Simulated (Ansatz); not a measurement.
Saddle point of Si2H8, closed shell (Si₂H₆ ([SiH3][SiH3]) + H₂ → SiH₄ ([H][H][SiH2]) + SiH₄; bonds formed: Si1–H7, Si2–H6, H6–H8; bonds broken: Si1–Si2, H6–H7; bonds weakened to dative contacts: Si2–H8), PBE0-D4/def2-TZVP structure:

Si1  (-0.632, -1.226, -0.084)
Si2  (-0.152, 1.425, -0.091)
H3  (-0.152, -2.609, -0.421)
H4  (-1.154, -1.278, 1.304)
H5  (-1.703, -1.020, -1.097)
H6  (1.271, 0.164, 0.564)
H7  (0.938, -0.768, -0.008)
H8  (1.094, 0.969, 0.982)
H9  (0.774, 1.421, -1.280)
H10  (-0.283, 2.923, 0.131)
(Å)

Energies are electronic, without zero-point energy. Barriers and step energies count from the start structure reached by relaxing down the imaginary mode; all methods use the PBE0-D4 structures, on which another method's saddle can fall below an end. Program: Ansatz 0.2.0. Basis: def2-TZVPP, with def2-QZVPP for the basis limit. Cores are frozen in the correlated methods. B3LYP uses VWN-RPA correlation. Extrapolation: Hartree–Fock as exp(−7.88 √X), correlation as X^−2.97.

```json
{"method": "SPW92", "barrier (eV)": "2.606", "step energy (eV)": "1.812"}
{"method": "PBE-D4", "barrier (eV)": "?", "step energy (eV)": "1.952"}
{"method": "BLYP-D4", "barrier (eV)": "3.086", "step energy (eV)": "1.913"}
{"method": "r2SCAN-D4", "barrier (eV)": "3.195", "step energy (eV)": "2.097"}
{"method": "B97M-V", "barrier (eV)": "3.156", "step energy (eV)": "2.003"}
{"method": "PBE0-D4", "barrier (eV)": "3.182", "step energy (eV)": "2.063"}
{"method": "B3LYP-D4", "barrier (eV)": "3.285", "step energy (eV)": "2.006"}
{"method": "r2SCAN0-D4", "barrier (eV)": "3.342", "step energy (eV)": "2.138"}
{"method": "BHLYP-D4", "barrier (eV)": "3.586", "step energy (eV)": "2.131"}
{"method": "CAM-B3LYP-D4", "barrier (eV)": "?", "step energy (eV)": "2.049"}
{"method": "wB97X-V", "barrier (eV)": "3.531", "step energy (eV)": "2.160"}
{"method": "wB97M-V", "barrier (eV)": "3.337", "step energy (eV)": "1.948"}
{"method": "B2PLYP", "barrier (eV)": "3.461", "step energy (eV)": "2.063"}
{"method": "PBE-QIDH", "barrier (eV)": "3.452", "step energy (eV)": "2.164"}
{"method": "RPA on PBE", "barrier (eV)": "3.470", "step energy (eV)": "2.025"}
{"method": "HF", "barrier (eV)": "4.249", "step energy (eV)": "2.307"}
{"method": "MP2", "barrier (eV)": "?", "step energy (eV)": "2.147"}
{"method": "CCSD", "barrier (eV)": "3.612", "step energy (eV)": "2.094"}
{"method": "CCSD(T)", "barrier (eV)": "3.502", "step energy (eV)": "2.075"}
```

(1) Fill in the withheld barriers. (An estimate is asked for; the value comes from the calculation.)

T1 diagnostic: at most 0.015.

## Answers

(1) Computed: MP2 3.546; PBE-D4 2.932; CAM-B3LYP-D4 3.437 eV. Each is the energy of the saddle less that of the start structure, by the same method.

For comparison, the barrier by CCSD(T) at an estimated basis limit (MP2 extrapolated from triple and quadruple zeta, plus CCSD(T) − MP2 in triple zeta) is 3.494 eV.

Labels in which every atom is bracketed show which atoms are joined, not bond orders.

For scale, one of the runs: CCSD(T)/def2-TZVPP, 196 basis functions, launched by `ansatz run in.yaml --threads 2 --pin off --events-out ev --progress --plain --max-ram 4352MiB`. Hardware: 2 CPU threads of an Arm Neoverse V2, shared host. Wall time 27 s; peak host memory 2 GiB.
